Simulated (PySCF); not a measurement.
**Frontier orbitals and the lowest excitations**

Species: water, H₂O.
Atom-mapped SMILES: `[OH2:1]` (hydrogens: H2, H3 on O1)

Geometry (GFN2-xTB, Å), atoms numbered from 1 in this order:
```
atom  x, y, z in Å
O1     0.0043    0.3785   -0.0026
H2    -0.7686   -0.1895   -0.0111
H3     0.7758   -0.1915    0.0011
```

Computed with TDDFT CAM-B3LYP/def2-SVPD, vertical, gas phase, core orbitals frozen in the response in PySCF.

Kohn–Sham orbitals with the atoms that hold most of them (Löwdin shares over 4%, at most four atoms; ? is withheld):

| orbital | ε (eV) | atoms |
| --- | --- | --- |
| LUMO+2 | 3.97 | O1 90%, H3 5%, H2 5% |
| LUMO+1 | 2.65 | O1 66%, H2 17%, H3 17% |
| LUMO | 0.96 | ? |
| HOMO | -10.72 | O1 87%, H2 7%, H3 7% |
| HOMO-1 | -12.59 | ? |
| HOMO-2 | -16.76 | O1 64%, H3 18%, H2 18% |
| HOMO-3 | -29.57 | O1 60%, H2 20%, H3 20% |

Problem. Give the leading atoms of the HOMO-1.

Solution. O1 (bonded to 2 H) 83%; H3 (bonded to O) 9%; H2 (bonded to O) 9%. By element: oxygen 83%, hydrogen 17%.

Problem. Give the leading atoms of the LUMO.

Solution. O1 (bonded to 2 H) 63%; H3 (bonded to O) 19%; H2 (bonded to O) 19%. By element: oxygen 63%, hydrogen 37%.

Problem. How does S1 compare with the orbital gap of 11.68 eV?

Solution. S1 is at 7.54 eV (f = 0.053), 4.14 eV below the gap, made of HOMO→LUMO (99%). Without the coupling terms of the response equations the lowest excitation would equal the gap.

Problem. Give energy, strength and leading configuration of S1, S2, S3 and S6, and follow the Löwdin shares of the leading atoms from the occupied to the empty orbital.

Solution. 
- S1 (7.54 eV, f 0.053), HOMO→LUMO (99%): O1 87% → 63%, H2 7% → 19%, H3 7% → 19%
- S2 (9.35 eV, f 0.0000), HOMO→LUMO+1 (95%): O1 87% → 66%, H2 7% → 17%
- S3 (9.53 eV, f 0.095), HOMO-1→LUMO (96%): O1 83% → 63%, H3 9% → 19%
- S6 (11.37 eV, f 0.013), HOMO-1→LUMO+1 (98%): O1 83% → 66%, H3 9% → 17%, H2 9% → 17%

Löwdin shares depend on the basis, the more so with diffuse functions.
